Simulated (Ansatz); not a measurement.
Bulk modulus (GPa) along a series of related solids, from PBE in Ansatz (plane waves, PAW); rVV10 in Ansatz (PAW); r²SCAN (Ansatz, an electronic-structure program, PAW).

```
solid    PBE  rVV10  r²SCAN          measured
------  ----  -----  ------  ----------------
hcp Sc  54.2   57.1    54.9                 –
hcp Ti   112    116     117               108
bcc V    182    185     194               161
bcc Fe   197    199     170               174
hcp Co   215    211     224               193
fcc Ni   197    194     218     192 (186–195)
fcc Cu   141    139     162               144
hcp Zn  62.5   51.6    75.6  69.7 (64.7–69.7)
```

r²SCAN less measured, from the printed values: hcp Ti +8.3 %, bcc V +20 %, bcc Fe -2.3 %, hcp Co +16.1 %, fcc Ni +13.5 %, fcc Cu +12.5 %, hcp Zn +8.5 %.

A member of the series is missing where a level wasn't run or failed, where a doubt is noted on the run or the magnetic state, for phases of high temperature or layered ones, and where values are held back for tests.

Ansatz's runs of these crystals have no spin polarisation, but for bcc Fe, hcp Co, fcc Ni. Meta-GGAs and exact exchange favour moments, which can bear on hcp Sc, hcp Ti, bcc V, bcc Fe, hcp Co, fcc Ni.

Density-functional runs with spin start from parallel moments for bcc Fe, parallel moments for hcp Co, parallel moments for fcc Ni.

In Ansatz's fits of the non-cubic solids, shape and atoms are relaxed at each volume.

A dash: no measured value is used.

Each level is taken at its own relaxed cell. Ansatz's density-functional and Hartree–Fock values are scalar-relativistic unless marked +SOC, with PAW data made under PBE.

Measured values are for low temperature or corrected to a static lattice. References as tabulated in doi:10.1021/acs.jctc.3c00612; Levämäki et al. (2014), arXiv:1402.3671; Mejia-Rodriguez and Trickey (2018), arXiv:1807.09216.

Brackets give the range of the sources taken for a reference, where it is wide; it can hold other temperatures.
